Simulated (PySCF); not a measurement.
Fill in the blanks.

Species: C4H6N (doublet state).
Structure used (PBE0-D3(BJ)/def2-SVP), in Å, numbered top down from 1:
```xyz
11
C4H6N angstrom
C     -1.0981    0.6405   -0.5025
C     -0.7527   -0.5356    0.3691
C      0.7872   -0.4858    0.3702
C      1.0571    0.7129   -0.4972
N     -0.0403    1.2994   -0.9572
H     -2.1124    0.9563   -0.7601
H     -1.1879   -0.4364    1.3789
H     -1.1536   -1.4791   -0.0406
H      1.2482   -1.3997   -0.0434
H      1.2144   -0.3633    1.3808
H      2.0491    1.0962   -0.7500
```

```tsv
property	level	value
point group	PBE0-D3(BJ)/def2-SVP	?
rotational constants A, B, C	PBE0-D3(BJ)/def2-SVP	?
dipole moment	PBE0-D3(BJ)/def2-SVP	?
isotropic g value	unrestricted B3LYP/IGLO-III on C N, pcH-1 on H, mean-field spin–orbit	?
spin squared ⟨S²⟩	unrestricted B3LYP/IGLO-III on C N, pcH-1 on H	0.774
largest isotropic hyperfine couplings (means over sets of like nuclei)	unrestricted B3LYP/IGLO-III on C N, pcH-1 on H	?
```

Electronic properties: PySCF, gas phase, density fitting.

The rotational constants A, B, C?

8.447, 7.776, 4.263 GHz.

Give the isotropic g value.

2.00239.

What is the point group?

C2v.

What is the dipole moment?

2.29 D.

The largest isotropic hyperfine couplings (means over sets of like nuclei)?

1H +70.8 (H7/H8/H9/H10), 13C +59.2 (C1/C4), 1H -46.1 (H6/H11), 13C -17.9 (C2/C3), 14N -10.5 (N5) MHz.

⟨S²⟩ is 0.024 above the pure-spin value S(S + 1) = 0.75. The rotational constants make it an asymmetric top with κ = (2B − A − C)/(A − C) = 0.68, nearer the oblate limit (+1). At 9.50 GHz, hν = g·μB·B₀ (B₀ the magnetic field) puts the centre of the isotropic spectrum, to first order, at 339.0 mT. A dipole of 2.29 D is allowed in C2v, and pure rotational transitions are dipole-allowed.
